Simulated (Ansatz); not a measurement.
Total energies of B(NH2Me)H3 (CH8BN) from Ansatz at PBE-D4/def2-TZVP, gas phase (1 Eh = 27.2114 eV = 2625.5 kJ/mol). The reference geometry is relaxed at PBE-D4/def2-TZVP.

```xyz
11

B    -0.7992   -0.3086    1.0555
N     0.1985   -0.5350   -0.2211
C     0.6415    0.7183   -0.8788
H    -0.2795   -1.1315   -0.9041
H     1.0167   -1.0641    0.0971
H     1.3101    0.5206   -1.7285
H    -0.2506    1.2580   -1.2161
H     1.1528    1.3324   -0.1290
H    -1.7702    0.2779    0.6075
H    -0.1599    0.3588    1.8514
H    -1.0601   -1.4268    1.4661
```

| state | geometry | energy (Eh) |
| --- | --- | --- |
| charge 0 singlet | reference | -122.38555 |
| charge 1 doublet | reference | -122.01331 |
| free B atom (doublet) | – | -24.61008 |
| free N atom (quartet) | – | -54.53214 |
| free C atom (triplet) | – | -37.79597 |
| free H atom (doublet) | – | -0.49962 |

(1) Work out the vertical ionisation energy to the doublet.

(2) What is the binding energy per atom against free atoms?

(1) E(charge 1 doublet) − E(charge 0 singlet) = -122.01331 − (-122.38555) = 0.37224 Eh = 10.13 eV. For comparison, −ε of the highest occupied level is 6.37 eV at this level, 3.76 eV less.

(2) Atoms: 1 × (-24.61008) + 1 × (-54.53214) + 1 × (-37.79597) + 8 × (-0.49962) = -120.93515 Eh. Binding: -120.93515 − (-122.38555) = 1.45040 Eh = 39.47 eV, or 3.59 eV for each of 11 atoms (no zero-point energy, no counterpoise term).

At PBE-D4/def2-TZVP the gap within one spin of the charge 1 doublet nearly closes, so an electron or hole may be smeared out by delocalisation error.
